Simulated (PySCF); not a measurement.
# How methods differ on the ionisation energy of Al

Al [Ne] 3s2 3p1 (2P) → Al⁺ [Ne] 3s2 (1S), as a difference of total energies. Computed with PySCF 2.14 in cc-pVDZ-DK (4s3p1d, 18 functions), with the spin-free X2C one-electron Hamiltonian (Gaussian nucleus). Correlated levels: valence: [Ne] frozen. The calculations carry no spin-orbit coupling.

```tsv
method	ionisation energy (eV)	error (eV)
UHF	5.574	-0.403
M06-2X	5.737	-0.240
BP86	6.146	+0.169
MP2 (valence)	5.725	-0.252
SCS-MP2 (valence)	5.706	-0.271
CCSD (valence)	5.808	-0.169
CCSD(T) (valence)	5.826	-0.151
```

Reference: 5.977 eV (measured; NIST levels, between the centres of gravity of the two terms).

Errors of the correlated levels include the incompleteness of this basis and the frozen core.
